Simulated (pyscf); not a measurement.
Single points on ωB97X-D3(BJ)/def2-SVP structures (PySCF, gas phase).

### Question
Estimate by transition-state theory the rate constant of CH₄ + H₂N–ZnH → H₃C–ZnH + NH₃ (singlet surface; C–H, N–Zn broken, C–Zn, H–N formed) at 1200 K, with ωB97M-D3(BJ)/def2-TZVP energies (ideal gas, 1 atm, RRHO with modes under 100 cm⁻¹ raised to 100, one conformer, R ln 2 for chiral ones without a mode under 150 cm⁻¹; no tunnelling).

### Answer
The electronic barrier is 36.0 kcal/mol and the thermal terms add +33.8, so ΔG‡ = 69.8 kcal/mol. With k_BT/h = 2.50e+13 s⁻¹ and RT = 2.385 kcal/mol, and a volume of 1.64e-19 cm³ per molecule at 1 atm, k = 8.0e-19 cm³ molecule⁻¹ s⁻¹. Wigner's tunnelling factor for 1570i cm⁻¹ would be 1.15. A shift of 1 kcal/mol in the barrier changes k by a factor 1.5. On the product side the descent ends in an adduct with a N–Zn contact, 11.2 kcal/mol under the separated species and 37.1 kcal/mol under the saddle at ωB97X-D3(BJ)/def2-TZVP. What is counted as broken (N–Zn) persists as a longer contact in the product adduct; parting that adduct is a step of its own. One saddle was located; it need not be the lowest between these sides. Elements up to Kr have no core potential and no relativistic terms here.
